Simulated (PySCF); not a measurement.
Species: formyl fluoride, CHFO.
Numbering: `[O:1]=[CH:2][F:3]` (hydrogens: H4 on C2)

All values: B3LYP/def2-SVPD (PySCF, non-relativistic), on one gas-phase PBE0-D3(BJ)/def2-SVP geometry that isn't relaxed in the solvent. The solvent is an IEF-PCM continuum (van der Waals radii × 1.2), and excitations are vertical TDDFT with non-equilibrium linear response and a frozen core. Specific hydrogen bonds and non-electrostatic terms are outside this model.

Gas-phase singlets (H = HOMO, L = LUMO):

```tsv
state	E (eV)	λ (nm)	f	leading configurations
S1	5.943	209	0.002	H→L 100%
S2	8.689	143	0.000	H-2→L 100%
S3	8.869	140	0.008	H→L+1 86%, H-1→L 12%
S4	9.273	134	0.126	H-1→L 52%, H→L+2 27%, H→L+1 10%
S5	9.868	126	0.122	H→L+2 69%, H-1→L 17%, H→L+3 11%
```

Q: Give the list for benzene (ε = 2.271), n² = 2.25.

A: 
| state | E (eV) | λ (nm) | f | leading configurations | change by rank (eV) |
| --- | --- | --- | --- | --- | --- |
| S1 | 6.013 | 206 | 0.002 | H→L 100% | +0.070 |
| S2 | 8.723 | 142 | 0.000 | H-2→L 100% | +0.034 |
| S3 | 8.974 | 138 | 0.005 | H→L+1 81%, H-1→L 17% | +0.105 |
| S4 | 9.297 | 133 | 0.176 | H-1→L 52%, H→L+2 23%, H→L+1 15% | +0.024 |
| S5 | 9.875 | 126 | 0.144 | H→L+2 73%, H-1→L 14%, H→L+3 10% | +0.007 |

Q: Give the list for acetonitrile (ε = 35.69), n² = 1.81.

A: 
```
state  E (eV)  λ (nm)      f           leading configurations  change by rank (eV)
   S1   6.114     203  0.002                         H→L 100%               +0.171
   S2   8.772     141  0.000                       H-2→L 100%               +0.083
   S3   9.056     137  0.015             H→L+1 78%, H-1→L 19%               +0.187
   S4   9.435     131  0.164  H-1→L 52%, H→L+1 17%, H→L+2 17%               +0.162
   S5   9.998     124  0.125   H→L+2 78%, H→L+3 11%, H-1→L 9%               +0.130
```

Q: The ground-state energy changes by -0.179 eV from gas to acetonitrile. By how much does the total energy of gas-phase S1 change?

A: E(S1) = E(S0) + excitation energy, so it changes by -0.179 + 0.171 = -0.008 eV: it is lowered less than the ground state, which is what a blue shift means. This is the vertical state, with the slow part of the continuum still set for S0.

Q: How do the frontier levels move from gas to acetonitrile?

A: 
```json
{"orbital": "LUMO+2", "gas (eV)": "1.36", "solvent (eV)": "1.68", "change (eV)": "+0.32"}
{"orbital": "LUMO+1", "gas (eV)": "0.55", "solvent (eV)": "0.86", "change (eV)": "+0.31"}
{"orbital": "LUMO", "gas (eV)": "-1.42", "solvent (eV)": "-1.19", "change (eV)": "+0.23"}
{"orbital": "HOMO", "gas (eV)": "-9.39", "solvent (eV)": "-9.32", "change (eV)": "+0.07"}
{"orbital": "HOMO-1", "gas (eV)": "-11.20", "solvent (eV)": "-11.14", "change (eV)": "+0.06"}
{"orbital": "HOMO-2", "gas (eV)": "-11.92", "solvent (eV)": "-11.79", "change (eV)": "+0.13"}
{"orbital": "HOMO-3", "gas (eV)": "-14.06", "solvent (eV)": "-14.10", "change (eV)": "-0.04"}
```

The HOMO–LUMO gap goes from 7.97 to 8.14 eV.
